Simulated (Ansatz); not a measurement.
From input file to script: CH₂N₂, SMILES N#CN in Ansatz 0.2.0.

```yaml
crystal:
  periodic: [false, false, false]
  atoms:
    - { symbol: "N", position_ang: [0.4924, -1.3353, 1.3747] }
    - { symbol: C, position_ang: [0.2192, -0.554, 0.5021] }
    - { symbol: "N", position_ang: [-0.0798, 0.313, -0.4916] }
    - { symbol: H, position_ang: [-0.8403, 0.2241, -1.0167] }
    - { symbol: H, position_ang: [0.2584, 1.2786, -0.4099] }
basis:
  gaussian:
    orbitals: "6-31G*"
correlation:
  method: sc_nevpt2
  active_space:
    window:
      electrons: 4
      orbitals: 4
```

The script, `cas_ch2n2.py`:
```python
'''Static correlation in CH2N2: natural occupations of an active space.'''

import ansatz as az

geometry_ang = [
    ('N', [0.4924, -1.3353, 1.3747]),
    ('C', [0.2192, -0.554, 0.5021]),
    ('N', [-0.0798, 0.313, -0.4916]),
    ('H', [-0.8403, 0.2241, -1.0167]),
    ('H', [0.2584, 1.2786, -0.4099]),
]
system = az.Crystal.molecule()
for symbol, xyz in geometry_ang:
    system = system.atom(symbol, xyz)

base = (
    system.calculation()
    .basis(gaussian='6-31G*')
    .correlation(active_electrons=4, active_orbitals=4)
)
for method in ['sc_nevpt2']:
    rep = (base if method is None else base.correlation(method)).run(threads=1, backend='cpu').report
    space = rep['configurations']
    state = space['states'][0]
    print(method or 'casscf', f'total {rep["free_energy_ev"] / 27.211386246:.6f} Ha, active-space state {state["energy"]["hartree"]:.6f} Ha, mean field {rep["reference_energy_ev"] / 27.211386246:.6f} Ha')
    print('  determinants', state['n_determinants'], ' natural occupations', [round(n, 3) for n in space['natural_occupations']])
print('effectively unpaired electrons, sum of min(n, 2 - n):', round(sum(min(n, 2 - n) for n in space['natural_occupations']), 3))
```

`python cas_ch2n2.py` gives:
```text
sc_nevpt2 total -148.329864 Ha, active-space state -147.972848 Ha, mean field -147.891336 Ha
  determinants 36  natural occupations [1.938, 1.93, 0.07, 0.062]
effectively unpaired electrons, sum of min(n, 2 - n): 0.264
```

Caveats:
- Total energies depend on the basis set; only differences at equal settings carry meaning.
- The geometry is a force-field or estimated start, not a minimum of this method, and the basis set is short of its limit. The active space starts as a window about the frontier orbitals and is then optimised, not chosen by chemistry.
- Wall time of the script: 1.2 s on 1 thread of Arm Neoverse V1, on a shared host, peak memory 0.14 GiB.

(Lines on the test bed's own set-up are left out of the output.)
